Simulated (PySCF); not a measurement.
Mapped SMILES: `[F:1][C:2]([Cl:3])([Cl:4])[Cl:5]`.

Geometry: GFN2-xTB; GIAO absolute shieldings from PySCF 2.14, gas phase, non-relativistic, averaged over equivalent atoms.

At X3LYP/pcSseg-2 (201 basis functions, about 11 core-seconds):
| atoms | σ (ppm) |
| --- | --- |
| F1 | 164.6 |
| C2 | 24.6 |
| Cl3/Cl4/Cl5 | 361.0 |

Task: What do these become at PW91/pcSseg-2?

Result: 
```json
{"atoms": "F1", "σ at PW91/pcSseg-2": "135.9", "change": "-28.7"}
{"atoms": "C2", "σ at PW91/pcSseg-2": "20.0", "change": "-4.6"}
{"atoms": "Cl3/Cl4/Cl5", "σ at PW91/pcSseg-2": "337.9", "change": "-23.1"}
```

The largest change is at F1 (fluorine on an sp3 carbon). Cost: 201 basis functions, roughly 13 core-seconds.

Carbons that carry Cl, above all several Cl atoms, come out too deshielded, partly because spin–orbit coupling is missing.
